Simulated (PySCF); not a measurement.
HBS: breathing scan

Level of theory: PBE0 in PySCF with B def2-TZVP, S def2-TZVP, H def2-TZVP; no relativity; density-fitted integrals.

Rigid scan from the singlet minimum (B–H 1.175 Å, B–S 1.598 Å; H–B–S 180.0°). Coordinate: all bonds to the central atom scaled together. Energies in kJ/mol from the minimum.

```
scale of all bonds to the centre  E (kJ/mol)  dipole size (D)
                            0.88       147.7             0.79
                            0.92        59.2             1.00
                            0.96        13.4             1.21
                            1.00         0.0             1.42
                            1.04        11.0             1.63
                            1.08        40.0             1.85
                            1.14       106.9             2.16
                            1.22       221.5             2.55
                            1.35       427.2             3.09
```

At long bonds a restricted determinant can lie too high, and another spin state can fall below this curve.

Other isomers or separated fragments may lie lower.

The scan took 7.2 s on 2 threads of a shared Arm Neoverse N1 host; the process peaked at 0.67 GiB. Launch command: `OMP_NUM_THREADS=2 python axn.py task.json out`.
